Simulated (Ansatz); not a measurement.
# C₃H₆N radical: up Jacob's ladder to CCSD(T)

How much do the methods differ for C₃H₆N radical? The plan is to run it at one geometry with functionals of several rungs and with coupled cluster, and see how far each lands from CCSD(T) at the basis-set limit for the atomisation energy.

Program: Ansatz 0.2.0, Gaussian basis. Level of theory: functionals in def2-TZVPP, the program's frozen cores in correlated methods. These are calculated values, not measurements.

Plan: LDA (SPW92), PBE-D4, revPBE-D4, BLYP-D4, r2SCAN-D4, B97M-V, PBE0-D4, B3LYP-D4, r2SCANh-D4, r2SCAN0-D4, HSE06-D4, BHLYP-D4, CAM-B3LYP-D4, LC-ωPBE, ωB97X-V, ωB97M-V, B2PLYP, PBE-QIDH; CCSD(T)/def2-SVP; CCSD(T)/def2-TZVPP; MP2/def2-QZVPP; extrapolation to the limit; RPA on PBE.

## Step 1: Structure used throughout

An earlier PBE0-D4 in a triple-zeta def2 set relaxation fixed the geometry.

SMILES `C=C[N]C`, 10 atoms, charge 0, spin multiplicity 2.

Atoms are counted from 1 here; the program's logs count them from 0.

Bond lengths: C1–C2 1.387 Å, C1–H5 1.083 Å, C1–H6 1.082 Å, C2–N3 1.307 Å, C2–H7 1.099 Å, N3–C4 1.430 Å, C4–H8 1.096 Å, C4–H9 1.100 Å, C4–H10 1.096 Å. Angles: C2–C1–H5 119.7°, C2–C1–H6 121.1°, H5–C1–H6 119.2°, C1–C2–N3 121.6°, C1–C2–H7 118.2°, N3–C2–H7 120.2°, C2–N3–C4 117.0°, N3–C4–H8 109.2°, N3–C4–H9 114.3°, N3–C4–H10 109.3°, H8–C4–H9 108.9°, H8–C4–H10 106.0°, H9–C4–H10 108.8°.

## Step 2: LDA

This LDA is Slater exchange with PW92 correlation.

File in.yaml:

```yaml
crystal:
  periodic: [false, false, false]
  atoms:
    - {symbol: C, position_ang: [-0.942272, 1.415647, -1.014021]}
    - {symbol: C, position_ang: [-0.066464, 0.623715, -0.286965]}
    - {symbol: N, position_ang: [-0.374733, -0.598008, 0.059361]}
    - {symbol: C, position_ang: [0.601669, -1.327722, 0.808003]}
    - {symbol: H, position_ang: [-1.907179, 1.020531, -1.305662]}
    - {symbol: H, position_ang: [-0.678519, 2.426052, -1.296928]}
    - {symbol: H, position_ang: [0.905732, 1.049897, -0.003437]}
    - {symbol: H, position_ang: [0.854959, -2.248110, 0.270487]}
    - {symbol: H, position_ang: [1.526433, -0.768296, 1.011299]}
    - {symbol: H, position_ang: [0.163474, -1.645005, 1.760761]}
basis:
  gaussian: {orbitals: def2-TZVPP}
magnetization: {spin_polarized: true, initial_magnetization: 1}
hamiltonian: {xc: lda}
output: {orbitals: {seedname: orbitals}}
```

Further steps of the session: PBE-D4 (GGA); revPBE-D4 (GGA); BLYP-D4 (GGA); r2SCAN-D4 (meta-GGA); B97M-V (meta-GGA); PBE0-D4 (hybrid); B3LYP-D4 (hybrid); r2SCANh-D4 (hybrid); r2SCAN0-D4 (hybrid); HSE06-D4 (hybrid); BHLYP-D4 (hybrid); CAM-B3LYP-D4 (range-separated); LC-ωPBE (range-separated); ωB97X-V (range-separated); ωB97M-V (range-separated); B2PLYP (double hybrid); PBE-QIDH (double hybrid); CCSD(T) in def2-SVP; CCSD(T) in def2-TZVPP; MP2 in def2-QZVPP; RPA on PBE orbitals.

Before running them: what should the planned runs give, taken together? Wanted: atomisation energy, CCSD(T)/CBS; farthest beyond LDA; mean size of error, GGA; mean size of error, meta-GGA; mean size of error, hybrid; mean size of error, range-separated; mean size of error, double hybrid; gap, smallest and largest; T1 diagnostic.

**Answer**, as computed:

| quantity | value |
| --- | --- |
| atomisation energy, CCSD(T)/CBS | 929.8 kcal/mol |
| functionals within 4.6 kcal/mol (0.5 %) | r2SCANh-D4, r2SCAN0-D4, B2PLYP, PBE-QIDH |
| farthest beyond LDA | PBE-D4 (+34.5 kcal/mol) |
| mean size of error, GGA | 19.7 kcal/mol |
| mean size of error, meta-GGA | 9.1 kcal/mol |
| mean size of error, hybrid | 11.3 kcal/mol |
| mean size of error, range-separated | 7.5 kcal/mol |
| mean size of error, double hybrid | 2.0 kcal/mol |
| gap, smallest and largest | 1.04 eV (LDA (SPW92)), 9.17 eV (LC-ωPBE) |
| T1 diagnostic | 0.0274 |
| triples share of the correlation energy | 4.1 % |

**Reading.** LDA overbinds by 144.2 kcal/mol (16 %). PBE-D4 is off by +34.5 kcal/mol. Double hybrids carry the basis error of their MP2 part in triple zeta, and no dispersion term here, so their miss is partly the set-up's. By mean error the best rung here is double hybrid (2.0 kcal/mol) and the worst beyond LDA is GGA (19.7 kcal/mol). Misses under about 4.6 kcal/mol are within the doubt on the reference itself, which lacks core-valence correlation, relativity and higher excitations. Hartree-Fock recovers 73 % of the binding; the rest is correlation. CCSD(T) in def2-SVP is off by -40.4 kcal/mol, worse than the median functional, from the basis alone. Orbital gaps span 1.0 to 9.2 eV; exact exchange widens them. The UHF reference is spin-contaminated (⟨S²⟩ = 0.96 against 0.75).
